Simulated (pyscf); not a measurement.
Single points on ωB97X-D3(BJ)/def2-SVP structures (PySCF, gas phase).

Task: Estimate by transition-state theory the rate constant of HO–SiH(OH)–OH + hydrogen chloride (HCl) -> HO–Si(OH)(OH)–Cl + hydrogen (H₂) (singlet surface; H–Si, Cl–H broken, Cl–Si, H–H formed) at 600 K, with ωB97M-D3(BJ)/def2-TZVP energies (ideal gas, 1 atm, RRHO with modes under 100 cm⁻¹ raised to 100, one conformer, R ln 2 for chiral ones without a mode under 150 cm⁻¹; no tunnelling).

Result: The electronic barrier is 29.9 kcal/mol and the thermal terms add +23.2, so ΔG‡ = 53.1 kcal/mol. With k_BT/h = 1.25e+13 s⁻¹ and RT = 1.192 kcal/mol, and a volume of 8.18e-20 cm³ per molecule at 1 atm, k = 4.8e-26 cm³ molecule⁻¹ s⁻¹. Wigner's tunnelling factor for 815i cm⁻¹ would be 1.16. A shift of 1 kcal/mol in the barrier changes k by a factor 2.3. On the reactant side the descent ends in a complex (not fully relaxed), 6.5 kcal/mol under the separated species and 35.4 kcal/mol under the saddle at ωB97X-D3(BJ)/def2-TZVP. This is the saddle that the search found; another between the same sides may lie lower.
